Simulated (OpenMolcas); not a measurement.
**Predicting a hybrid from its neighbours: Si3H7**

Si3H7 has 10 atoms, charge 0, and is taken as a doublet. SMILES: `[SiH3][SiH][SiH3]`. The shape is that of a PBE0-D4/def2-TZVP optimisation.

The vertical energy of the quartet above the doublet y, in eV, basis cc-pVDZ; a is the functional's share of exact exchange. Programs: OpenMolcas 26.06.

| functional | program | a | y (eV) |
| --- | --- | --- | --- |
| UTPSS | OpenMolcas | 0 | 5.80 |
| U-revPBE | OpenMolcas | 0 | 5.68 |
| UB3LYP | OpenMolcas | 0.2 | ? |
| UPBE0 | OpenMolcas | 0.25 | 5.93 |
| UBHLYP | OpenMolcas | 0.5 | 6.26 |

Fit y = c + s·a to the known rows and predict UB3LYP.


1. Means of the 4 rows: a = 0.1875, y = 5.917.
2. Σ(Δa)² = 0.17188, Σ(Δa·Δy) = 0.17438, so the slope is 0.17438/0.17188 = 1.0145.
3. Intercept: 5.917 − (1.0145) × 0.1875 = 5.727. The largest residual of the fit is 0.073.
4. UB3LYP: 5.727 + (1.0145) × 0.2 = 5.93 eV.

The run gave 5.99 eV, so the prediction is off by -0.06 eV, within the largest residual. The rows mix families of semi-local functionals, which the line can't see.
